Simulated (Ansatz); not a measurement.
This Ansatz (a first-principles code) input (CCSD(T)/jun-cc-pV(T+d)Z) gives -40.43879 Eh with 95 basis functions. A basis named .json is the Basis Set Exchange file of that set (core-valence sets with the plain set on hydrogen).

Ansatz 0.2 input:
```yaml
crystal:
  periodic: [false, false, false]
  atoms:
    - {symbol: C, position_ang: [-0.00000000, 0.00000000, -0.00000000]}
    - {symbol: H, position_ang: [0.62054657, 0.62688914, 0.63896175]}
    - {symbol: H, position_ang: [-0.64285838, -0.62489528, 0.61852983]}
    - {symbol: H, position_ang: [0.63693263, -0.63278043, -0.61664082]}
    - {symbol: H, position_ang: [-0.61462083, 0.63078657, -0.64085076]}
basis:
  gaussian:
    orbitals: jun-cc-pV_T+d_Z.json
magnetization: {spin_polarized: false}
correlation: {method: ccsd_t, electrons: outside_noble_gas}
```

Change:
```diff
- orbitals: jun-cc-pV_T+d_Z.json
+ orbitals: aug-pcseg-1.json
```

### Question
What does the run give now?

### Answer
-40.38268 Eh (CCSD(T)/aug-pcseg-1, 59 functions), a change of +56.11 mEh.
